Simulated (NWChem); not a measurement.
Program: NWChem. System: H3Si, charge 1, spin multiplicity 1, at the geometry of a parent with another charge or spin, in a state set for the comparison that need not be this species' ground state. Level: RHF/def2-TZVP.

The NWChem input:

```
start mol
memory heap 200 mb stack 900 mb global 1100 mb
charge 1
geometry units angstroms nocenter noautoz
  Si    -0.000655     0.080401     0.000000
  H      1.437503    -0.363560     0.000000
  H     -0.714167    -0.381025     1.242320
  H     -0.714167    -0.381025    -1.242320
  symmetry group Cs
end
basis spherical
  * library def2-tzvp
end
scf
  rhf
  nopen 0
  maxiter 100
  thresh 1e-7
  semidirect memsize 60000000 filesize 0
end
task scf energy
```

Part of the output:

```
             Northwest Computational Chemistry Package (NWChem) 7.3.0
             --------------------------------------------------------

                                NWChem Input Module
                                -------------------

 Scaling coordinates for geometry "geometry" by  1.889725989
 (inverse scale =  0.529177249)

 Turning off AUTOSYM since
 SYMMETRY directive was detected!

                             Geometry "geometry" -> ""
                             -------------------------

 Output coordinates in angstroms (scale by  1.889725989 to convert to a.u.)

  No.       Tag          Charge          X              Y              Z
 ---- ---------------- ---------- -------------- -------------- --------------
    1 Si                  14.0000    -0.00065500     0.08040100     0.00000000
    2 H                    1.0000     1.43750300    -0.36356000     0.00000000
    3 H                    1.0000    -0.71416700    -0.38102500     1.24232000
    4 H                    1.0000    -0.71416700    -0.38102500    -1.24232000

 Effective nuclear repulsion energy (a.u.)      15.4055166071

            Nuclear Dipole moment (a.u.)
            ----------------------------
        X                 Y               Z
 ---------------- ---------------- ----------------
    -0.0000018897     0.0000075589     0.0000000000

      Symmetry information
      --------------------

 Group name             Cs
 Group number              2
 Group order               2
 No. of unique centers     3

      Symmetry unique atoms

     1    2    3


 Summary of "ao basis" -> "" (spherical)
 ------------------------------------------------------------------------------
       Tag                 Description            Shells   Functions and Types
 ---------------- ------------------------------  ------  ---------------------
 *                         def2-tzvp                  on all atoms

 Summary of "ao basis" -> "ao basis" (spherical)
 ------------------------------------------------------------------------------
       Tag                 Description            Shells   Functions and Types
[...]
  ----- ------------  ---------------      ----- ------------  ---------------
     4      0.611891  1 Si s                  3     -0.355047  1 Si s
     5      0.256197  1 Si s

 Vector    7  Occ=2.000000D+00  E=-7.542388D-01  Symmetry=a"
              MO Center= -4.8D-01, -2.1D-01, -6.0D-11, r^2= 2.0D+00
   Bfn.  Coefficient  Atom+Function         Bfn.  Coefficient  Atom+Function
  ----- ------------  ---------------      ----- ------------  ---------------
    17      0.378668  1 Si pz                45      0.225125  3 H  s
    51     -0.225125  4 H  s

 Vector    8  Occ=2.000000D+00  E=-7.542344D-01  Symmetry=a'
              MO Center=  4.8D-01, -2.0D-01,  6.0D-11, r^2= 2.0D+00
   Bfn.  Coefficient  Atom+Function         Bfn.  Coefficient  Atom+Function
  ----- ------------  ---------------      ----- ------------  ---------------
    15      0.378657  1 Si px                39      0.259953  2 H  s
    38      0.154618  2 H  s

 Vector    9  Occ=0.000000D+00  E=-2.831737D-01  Symmetry=a'
              MO Center= -4.1D-03,  5.0D-01,  8.0D-17, r^2= 2.5D+00
   Bfn.  Coefficient  Atom+Function         Bfn.  Coefficient  Atom+Function
  ----- ------------  ---------------      ----- ------------  ---------------
    16      0.442332  1 Si py                19      0.402890  1 Si py
     5      0.354750  1 Si s                  4      0.191236  1 Si s

 Vector   10  Occ=0.000000D+00  E=-8.300825D-02  Symmetry=a'
              MO Center= -3.9D-01,  3.3D-01, -5.9D-10, r^2= 4.2D+00
   Bfn.  Coefficient  Atom+Function         Bfn.  Coefficient  Atom+Function
  ----- ------------  ---------------      ----- ------------  ---------------
    18      1.471517  1 Si px                40     -1.222040  2 H  s
    46      0.611059  3 H  s                 52      0.611059  4 H  s
    15      0.159107  1 Si px

 Vector   11  Occ=0.000000D+00  E=-8.300512D-02  Symmetry=a"
              MO Center=  3.8D-01,  3.3D-01,  5.9D-10, r^2= 4.2D+00
   Bfn.  Coefficient  Atom+Function         Bfn.  Coefficient  Atom+Function
  ----- ------------  ---------------      ----- ------------  ---------------
    20      1.471618  1 Si pz                46     -1.058377  3 H  s
    52      1.058377  4 H  s                 17      0.159103  1 Si pz

 center of mass
 --------------
 x =  -0.00055375 y =   0.06796556 z =   0.00000000

 moments of inertia (a.u.)
 ------------------
          13.132465494333          -0.073688439801           0.000000000000
          -0.073688439801          22.217435513760           0.000000000000
           0.000000000000           0.000000000000          13.131656388094

  Mulliken analysis of the total density
  --------------------------------------

    Atom       Charge   Shell Charges
 -----------   ------   -------------------------------------------------------
    1 Si  14    13.44   2.00  0.59  1.39  0.97  0.45  4.11  1.73  0.47  1.28  0.25  0.09  0.11  0.01
    2 H    1     0.85   0.22  0.52  0.11  0.01
    3 H    1     0.85   0.22  0.52  0.11  0.01
    4 H    1     0.85   0.22  0.52  0.11  0.01

       Multipole analysis of the density wrt the origin
       ------------------------------------------------

     L   x y z        total         open         nuclear
     -   - - -        -----         ----         -------
     0   0 0 0      1.000000      0.000000     17.000000

     1   1 0 0     -0.004073      0.000000     -0.000002
     1   0 1 0      0.499939      0.000000      0.000008
     1   0 0 1     -0.000000      0.000000      0.000000

     2   2 0 0     -8.508600      0.000000     11.022054
     2   1 1 0     -0.015719      0.000000      0.074546
     2   1 0 1     -0.000000      0.000000      0.000000
     2   0 2 0     -6.574161      0.000000      1.832086
     2   0 1 1      0.000000      0.000000      0.000000
     2   0 0 2     -8.508685      0.000000     11.022868

 Task  times  cpu:        0.2s     wall:        0.2s

 Total times  cpu:        0.2s     wall:        0.2s
```
